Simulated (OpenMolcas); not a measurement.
# How basis sets differ on CHF2N (SMILES N=C(F)F)

CHF2N has 5 atoms, charge 0, and is taken as a singlet. SMILES: `N=C(F)F`. The coordinates come from a GFN2-xTB relaxation.

Quantity: the dipole moment, in D. The values are calculated.

| level | kind | program | value (D) |
| --- | --- | --- | --- |
| HF/STO-3G | Hartree–Fock | OpenMolcas | 1.48 |
| HF/3-21G | Hartree–Fock | OpenMolcas | 1.97 |
| HF/ANO-L-VDZ (Cholesky decomposition) | Hartree–Fock | OpenMolcas | 2.24 |
| HF/def2-SVP | Hartree–Fock | OpenMolcas | 1.67 |
| HF/aug-cc-pVDZ | Hartree–Fock | OpenMolcas | 1.51 |

The values span 1.48 to 2.24 D. Sets without polarisation functions give poor dipoles.
